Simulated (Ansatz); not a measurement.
# BN2 (doublet): the correlation ladder, cc-pVDZ

Aim: climb from Hartree-Fock through coupled cluster for BN2 (doublet) at one geometry and basis, and see what each rung misses.

Computed with Ansatz 0.2.0, Gaussian basis. Level: cc-pVDZ, core rule «outside noble gas», up to 3 orbitals frozen.

The runs, in order: UHF; CCSD(T) on ROHF; CCSD(T) on UHF; BCCD(T) on ROHF; CISD; CCSDT(Q) on ROHF; CCSDT(Q) on UHF.

36 further runs of the same task are left out: 12 for a known fault of the program, 12 that didn't finish, 12 set aside as unsound or not needed.

## Step 1: The system

The geometry is a PBE0/def2-TZVP stationary point (not a proven minimum) of the parent state, kept for this charge and spin.

3 atoms, charge 0, spin multiplicity 2.

Atoms are counted from 1 here; the program's logs count them from 0.

Bond lengths: B1–N2 1.314 Å, N2–N3 1.170 Å. Angles: B1–N2–N3 180.0°.

## Step 2: UHF

The input, in.yaml:

```yaml
crystal:
  periodic: [false, false, false]
  atoms:
    - {symbol: B, position_ang: [0.000000, 0.000000, 1.266000]}
    - {symbol: N, position_ang: [0.000000, 0.000000, -0.048200]}
    - {symbol: N, position_ang: [0.000000, 0.000000, -1.217800]}
basis:
  gaussian: {orbitals: cc-pVDZ}
magnetization: {spin_polarized: true, initial_magnetization: 1}
hamiltonian: {xc: hf}
output: {orbitals: {seedname: orbitals}}
```

Run with:

```bash
$ ansatz run in.yaml --threads 1 --pin off --events-out ev --progress --plain --max-ram 2393MiB
```

After this run come: CCSD(T) on ROHF; CCSD(T) on UHF; BCCD(T) on ROHF; CISD; CCSDT(Q) on ROHF; CCSDT(Q) on UHF.

**Question.** What will the summary of the whole plan be? Wanted: RCCSDT(Q) below the RHF energy; RMP2 from RCCSDT(Q); UMP2 from RCCSDT(Q); RCCSD from RCCSDT(Q); RCCSD(T) from RCCSDT(Q); UCCSD(T) from RCCSDT(Q); UCCSDT(Q) from RCCSDT(Q); T1 diagnostic.

As calculated:

| quantity | value |
| --- | --- |
| RCCSDT(Q) below the RHF energy | -10.8858 eV |
| RMP2 from RCCSDT(Q) | +1174.0 meV |
| UMP2 from RCCSDT(Q) | +1644.7 meV |
| RCCSD from RCCSDT(Q) | +521.1 meV |
| RCCSD(T) from RCCSDT(Q) | +70.3 meV |
| UCCSD(T) from RCCSDT(Q) | +96.8 meV |
| UCCSDT(Q) from RCCSDT(Q) | -6.2 meV |
| levels within 1 kcal/mol (43 meV) | UCCSDT(Q) |
| T1 diagnostic | 0.030 |

RCCSD(T) misses by +70.3 meV, 0.6 % of the correlation energy. CCSD(T) misses by +70.3 meV on the restricted determinant and by +96.8 meV on the unrestricted one; the two need not hold the same state or core. These misses are within one basis, not against nature; the frozen cores of restricted and unrestricted runs differ, which can shift their rows.
